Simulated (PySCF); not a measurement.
**TDDFT excited states: C3H4**

Compound: propyne, C3H4.
Geometry (GFN2-xTB, Å), atoms numbered from 1 in this order:
```xyz
7
C3H4 angstrom
C      1.686   -0.123   -0.018
C      0.493   -0.035   -0.008
C     -0.948    0.072    0.004
H      2.731   -0.206   -0.026
H     -1.380   -0.655   -0.684
H     -1.251    1.073   -0.302
H     -1.328   -0.121    1.007
```

Method: TDDFT CAM-B3LYP/def2-SVPD, vertical, gas phase, core orbitals frozen in the response (PySCF).

Task: What does the calculation give for the low-lying excited states?

Result: 

| state | λ (nm) | E (eV) | f | symmetry | main configurations (H = HOMO, L = LUMO) |
| --- | --- | --- | --- | --- | --- |
| S1 | 184.6 | 6.72 | 0.0000 | – | H-1/H→L+3 (≥47%), H-1/H→L+2 (≥35%) |
| S2 | 177.6 | 6.98 | 0.0009 | – | H-1/H→L+3 (≥47%), H-1/H→L+2 (≥29%) |
| S3 | 177.6 | 6.98 | 0.0007 | – | H-1/H→L+3 (≥48%), H-1/H→L+2 (≥29%) |
| S4 | 167.4 | 7.41 | 0.020 | E | H-1/H→L (≥92%) |
| S5 | 167.4 | 7.41 | 0.020 | E | H-1/H→L (≥92%) |
| S6 | 146.4 | 8.47 | 0.026 | E | H-1/H→L+1 (≥92%) |
| S7 | 146.4 | 8.47 | 0.026 | E | H-1/H→L+1 (≥92%) |

Triplets, Tamm–Dancoff:

| state | E (eV) | λ (nm) | main configurations (H = HOMO, L = LUMO) |
| --- | --- | --- | --- |
| T1 | 5.54 | 223.7 | H-1/H→L+2 (≥45%), H-1/H→L+3 (≥33%) |
| T2 | 6.06 | 204.6 | H-1/H→L+3 (≥44%), H-1/H→L+2 (≥44%) |
| T3 | 6.06 | 204.6 | H-1/H→L+2 (≥44%), H-1/H→L+3 (≥44%) |

The lowest singlet comes at 185 nm (648 kJ/mol) in the vacuum ultraviolet; it is dark (f under 0.0005); its leading configuration is HOMO-1/HOMO→LUMO+3 (≥47%). The most intense listed level is S6/S7 at 8.47 eV (146 nm, f = 0.052 summed), 1.75 eV above S1. It is the last of those listed, so stronger ones may follow. S2/S3, S4/S5 and S6/S7 lie within about 0.01 eV of each other in each set; the point group C3v has degenerate representations, and within a degenerate level the listed configurations can mix freely. Löwdin shares by element: HOMO (one of a set within 0.03 eV) carbon 90%, hydrogen 4% or more; LUMO carbon 70%, hydrogen 9% or more (atoms not listed hold the other 21%). Weighted by f, the mean energy of these states is 7.99 eV. Of the 7 states listed, 4 reach f = 0.01 and 1 stays under 0.0005. Orbital energies (eV): HOMO-3 -13.79, HOMO-2 -13.79, HOMO-1 -9.13, HOMO -9.13, LUMO 1.38, LUMO+1 2.32, LUMO+2 2.43. Symmetry labels in C3v follow from the direction of the transition dipole and are given only for states with f of 0.002 or more. Orbitals of the list HOMO-3 to LUMO+2 that lie within 0.01 eV of each other are written together with a slash and their weights summed (≥ marks a lower bound); for degenerate orbitals outside that list single weights are arbitrary. Singlets were solved by full linear response, triplets in the Tamm–Dancoff approximation. The highest level found (9.20 eV, f 0.057 so far) is left out, since the window may have cut off a degenerate partner.
